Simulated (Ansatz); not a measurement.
Structure relaxation of TlH2W

These are results of DFT r2SCAN, scalar-relativistic, plane waves, PAW in Ansatz 0.2.0, not measurements. Cutoff 500 eV, Γ-centred k mesh, Gaussian smearing, no spin polarisation in the final step.

The start puts TlH2W on the MAX phase (211) structure type (P6_3/mmc, No. 194), with Tl in place of Al, W in place of C, H in place of Cr, at a guessed volume.

```yaml
crystal:
  lattice:
    - [3.02549, 0.00000, 0.00000]
    - [-1.51275, 2.62015, 0.00000]
    - [0.00000, 0.00000, 13.54067]
  atoms:
    - { symbol: Tl, position: [0.33333, 0.66667, 0.75000] }
    - { symbol: Tl, position: [0.66667, 0.33333, 0.25000] }
    - { symbol: H, position: [0.33333, 0.66667, 0.41400] }
    - { symbol: H, position: [0.66667, 0.33333, 0.91400] }
    - { symbol: H, position: [0.66667, 0.33333, 0.58600] }
    - { symbol: H, position: [0.33333, 0.66667, 0.08600] }
    - { symbol: W, position: [0.00000, 0.00000, 0.50000] }
    - { symbol: W, position: [0.00000, 0.00000, 0.00000] }
```

Cell and atoms relax at zero pressure; the relaxation can't lower the symmetry of the start. After a coarse first stage the cell is made exact in the group found at 0.06 Å.

The zero of energy is the elements' standard structures at the same level (H₂ as a molecule); no fitted shifts are applied.

**Question.** Which crystal results?

**Answer.** It keeps P6_3/mmc (No. 194). The result has the site pattern of a MAX phase (211) structure. Conventional cell: a = 2.971 Å, c = 13.362 Å. Tl has 6 Tl at 2.97 Å and 6 H at 2.97 Å; H is coordinated by 3 W at 1.94 Å; W is coordinated by 6 H at 1.94 Å.

```xyz
8
Lattice="2.9706 0.0000 0.0000 -1.4853 2.5727 0.0000 0.0000 0.0000 13.3616" Properties=species:S:1:pos:R:3 pbc="T T T"
Tl    0.0000    1.7151   10.0212
Tl    1.4853    0.8576    3.3404
H     0.0000    1.7151    5.7674
H     1.4853    0.8576   12.4482
H     1.4853    0.8576    7.5941
H     0.0000    1.7151    0.9134
W     0.0000    0.0000    6.6808
W     0.0000    0.0000    0.0000
```

**Question.** What are its volume, energy, density and gap?

**Answer.** The volume per atom is 12.76 Å³ and the density is 12.69 g/cm³. The energy over the elements is 0.47 eV/atom and the gap on the 12×12×4 mesh is 0 eV (a metal).

The final run used a 12×12×4 mesh on its 8-atom cell and 0.10 eV smearing. For metals, differences of a few meV/atom aren't resolved. Spin–orbit coupling is left out. Symmetry constrained the relaxation, so the result can be a saddle point. The steps took of the order of 3 core-minutes in all.